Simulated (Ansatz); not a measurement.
## CH$_{2}$⁻, doublet: vertical spin and charge gaps

Geometry (PBE0/def2-TZVPD stationary point for this spin, not checked as a minimum):

```yaml
atoms:
  - { symbol: C, position_ang: [0.0000, -0.1029, 0.0000] }
  - { symbol: H, position_ang: [0.0000, 0.6132, -0.8679] }
  - { symbol: H, position_ang: [0.0000, 0.6132, 0.8679] }
```

Basis aug-cc-pVDZ; Ansatz 0.2.0. Only valence electrons are correlated (noble-gas cores frozen). Prefix R: restricted or restricted open-shell reference; prefix U: unrestricted. Active spaces: valence = (7e, 6o) chosen from the atoms' valence shells.

Gaps are energies of the second state less the first, at fixed atoms, for a selection of the levels run; each method lands on the state that its own search finds for that charge and spin.

For open shells CISD and CISDTQ are restricted-active-space CI with the open shells as a complete middle space. The highest occupied Kohn–Sham level of the anion is positive, up to +1.02 eV, so in those functionals the extra electron is held by the basis alone, which enters their differences from the reference.

Removing an electron, to the triplet: 0.952 eV at full CI (doublet B1, triplet ion B1, in C2v).

| level | gap (eV) | error (meV) |
| --- | --- | --- |
| RHF | -0.438 | -1390 |
| CISD | 0.701 | -251 |
| UCCSD(T) | 0.936 | -16 |
| CISDTQ | 0.939 | -13 |
| RCCSDTQ | 0.952 | 0 |
| CASSCF (valence space) | -0.524 | -1476 |
| MRCISD+Q (valence space) | 0.945 | -7 |
| PBE0 | 1.030 | 78 |
| B2PLYP | 1.092 | 140 |
| RPA-PBE | 1.294 | 342 |

Wrong sign: RHF, CASSCF (valence space).

In so small a basis the reference is far from its limit while semilocal and hybrid functionals are nearer theirs (RPA and double hybrids share part of the reference's basis error), so the functionals' errors here hold much of the reference's basis and frozen-core error, which can add to them or hide them.

Full CI is exact within this basis and frozen core; it isn't the basis-set limit. The frozen core follows each run's orbitals, which can shift R against U totals by a few meV.
